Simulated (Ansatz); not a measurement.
Species: CHO2, charge 1, singlet. CHO2+ (SMILES C(=O)=[OH+]).
B3LYP-D3(BJ)/def2-TZVP minimum from Ansatz (a program for electronic structure):
```xyz
4

C     -0.0077     0.0047    -0.1102
O      0.0672    -0.0407     1.1055
O      0.0159    -0.0120    -1.2317
H     -0.6186     0.3938     1.6710
```
Charge +1, spin multiplicity 1.

Total energies in cc-pVDZ, 16 correlated electrons, 3 frozen orbitals. Radicals and triplets start from unrestricted determinants; spin-orbit coupling is neglected. Cores are frozen in correlated methods. No relativity.

```json
[
 {"method": "HF", "program": "Ansatz", "energy (Eh)": "-187.86783", "minus CCSDTQ (mEh)": "502.63"},
 {"method": "MP2", "program": "Ansatz", "energy (Eh)": "-188.34953", "minus CCSDTQ (mEh)": "20.93"},
 {"method": "CCSD", "program": "Ansatz", "energy (Eh)": "-188.35140", "minus CCSDTQ (mEh)": "19.06"},
 {"method": "CCSD(T)", "program": "Ansatz", "energy (Eh)": "-188.36845", "minus CCSDTQ (mEh)": "2.01"},
 {"method": "CCSDT(Q)", "program": "Ansatz", "energy (Eh)": "-188.37076", "minus CCSDTQ (mEh)": "-0.30"},
 {"method": "CCSDTQ", "program": "Ansatz", "energy (Eh)": "-188.37046", "minus CCSDTQ (mEh)": "0.00"}
]
```

Rough core times of Ansatz's runs on a shared machine: CCSD(T) under 20 s, CCSDT(Q) 40 s, CCSDTQ 50 min.
